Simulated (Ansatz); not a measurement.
**Which isomer of CH2O gives these data?**

These gas-phase data were calculated for one isomer of CH2O at PBE-D3(BJ)/def2-SVP (harmonic, unscaled wavenumbers; equilibrium rotational constants with average atomic masses):

```
rotational constants            : 276.2, 36.31, 32.09 GHz
all wavenumbers above 1500 cm⁻¹ : 3553, 2742
dipole moment                   : 1.65 D (PBE0/def2-TZVPD)
```

Candidates:

(1) `[CH]O`, a singlet
(2) `C=O`, a singlet

Problem. Assign the data to one candidate and say why.

Solution. Candidate (1). The band at 3553 cm⁻¹ lies where the O–H stretch is expected; (2) has no mode between 3300 and 4000 cm⁻¹.

The same quantities for all candidates:

```
     rotational constants (GHz)  wavenumbers above 1500 cm⁻¹  dipole (D)  E above the lowest, PBE-D3(BJ)/def2-SVP (kcal/mol)
(1)         276.2, 36.31, 32.09                   3553, 2742        1.65                                                55.6
(2)         276.2, 38.28, 33.62             2821, 2777, 1814        2.39                                                 0.0
```

Harmonic stretches to hydrogen usually lie a few per cent above observed fundamentals. Each candidate is one conformer. Programs: Ansatz 0.2.0.
